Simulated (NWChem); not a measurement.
## Basis-set convergence for chloromethane (CH3Cl)

SMILES: CCl
```xyz
5

C      1.1279    -0.0568     0.0000
Cl    -0.6610     0.0333     0.0000
H      1.4635    -0.5967     0.9046
H      1.4635    -0.5967    -0.9046
H      1.5423     0.9682     0.0000
```
Charge 0, spin multiplicity 1.

Program: NWChem. All single points use one geometry, from PBE/def2-SVP, a minimum by its harmonic frequencies.

Quantity: vertical ionisation energy at the level ΔPBE (Δ: difference of total energies, the cation a doublet at the parent's geometry with its hole in an orbital of symmetry a' (Cs labels); it is the state that the SCF runs reached, from PBE0 orbitals for Hartree-Fock references, and need not be the lowest).

The Pople sets run with spherical d functions. No SCF solution was tested for a lower state.

The cost column gives rough processor time relative to pcseg-1; each entry includes its own SCF.

```json
[
 {"basis": "pcseg-1", "functions": "47", "vertical ionisation energy (eV)": "11.19", "relative cost": "1"},
 {"basis": "def2-SVPD", "functions": "71", "vertical ionisation energy (eV)": "11.19", "relative cost": "under 3"},
 {"basis": "6-311++G**", "functions": "73", "vertical ionisation energy (eV)": "(withheld)", "relative cost": "under 3"},
 {"basis": "aug-cc-pVDZ", "functions": "77", "vertical ionisation energy (eV)": "(withheld)", "relative cost": "under 3"},
 {"basis": "cc-pVQZ", "functions": "204", "vertical ionisation energy (eV)": "(withheld)", "relative cost": "40"}
]
```

**Question.** Fill in the missing entries.

**Answer.** 
- 6-311++G**, vertical ionisation energy (eV): 11.15
- aug-cc-pVDZ, vertical ionisation energy (eV): 11.13
- cc-pVQZ, vertical ionisation energy (eV): 11.09
